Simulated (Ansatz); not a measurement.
# BSiH₃+ (quartet): the correlation ladder, cc-pVTZ

One table from this session's results is given with a row withheld; the runs are named, their logs left out.

Method: cc-pVTZ, core rule «outside noble gas», up to 6 orbitals frozen; program: Ansatz 0.2.0, Gaussian basis.

Plan: UHF; CCSD(T) on ROHF; CCSD(T) on UHF; BCCD(T) on ROHF; CCSDT(Q) on ROHF; CCSDT(Q) on UHF.

8 further runs of the same task are left out: 2 for a known fault of the program, 6 set aside as unsound or not needed.

### What is computed

The geometry is a PBE0/def2-TZVP stationary point (not a proven minimum) of the parent state, kept for this charge and spin.

5 atoms, charge 1, spin multiplicity 4.

Atoms are counted from 1 here; the program's logs count them from 0.

Bond lengths: Si1–B2 1.879 Å, Si1–H3 1.491 Å, Si1–H4 1.482 Å, B2–H5 1.185 Å. Angles: B2–Si1–H3 128.9°, B2–Si1–H4 121.6°, H3–Si1–H4 109.4°, Si1–B2–H5 143.8°.

As a file:

```
Si    0.0000    0.0288    0.5110
B     0.0000   -0.1295   -1.3616
H     0.0000    1.2632    1.3466
H     0.0000   -1.1633    1.3922
H     0.0000    0.4879   -2.3735
```

The first run:

in.yaml

```yaml
crystal:
  periodic: [false, false, false]
  atoms:
    - {symbol: Si, position_ang: [0.000000, 0.028764, 0.511008]}
    - {symbol: B, position_ang: [0.000000, -0.129527, -1.361590]}
    - {symbol: H, position_ang: [0.000000, 1.263163, 1.346633]}
    - {symbol: H, position_ang: [0.000000, -1.163262, 1.392206]}
    - {symbol: H, position_ang: [0.000000, 0.487893, -2.373513]}
basis:
  gaussian: {orbitals: cc-pVTZ}
total_charge: 1
magnetization: {spin_polarized: true, initial_magnetization: 3}
hamiltonian: {xc: hf}
output: {orbitals: {seedname: orbitals}}
```

The run is started by

```console
$ ansatz run in.yaml --threads 1 --pin off --events-out ev --progress --plain --max-ram 2816MiB --backend cpu
```

Steps of the session up to this table: UHF; CCSD(T) on ROHF; CCSD(T) on UHF; BCCD(T) on ROHF; CCSDT(Q) on ROHF; CCSDT(Q) on UHF.

One table of the session follows, with a row left open; its other results are not shown here.

It belongs to the step «Misses and costs». 

```
   method  from UCCSDT(Q) (meV)
     ROHF               +5577.7
      UHF               +5519.6
     RMP2               +1348.9
     UMP2               +1337.0
    RCCSD                +272.9
    UCCSD                +271.0
 RCCSD(T)                 +64.6
 UCCSD(T)                 +63.7
  BCCD(T)                 +63.8
   RCCSDT                     ?
   UCCSDT                 +10.1
RCCSDT(Q)                  +2.9
UCCSDT(Q)                     0
```

**Question.** Estimate the row for RCCSDT.

As computed: from UCCSDT(Q) (meV): +11.3. In the column «from UCCSDT(Q) (meV)» it lies between UCCSDT (+10.1) and UCCSD(T) (+63.7).

Limits of these values: Restricted and unrestricted rows rest on different reference determinants; where their highest levels disagree by more than a few hundredths of an eV, they describe different states and don't form one ladder.
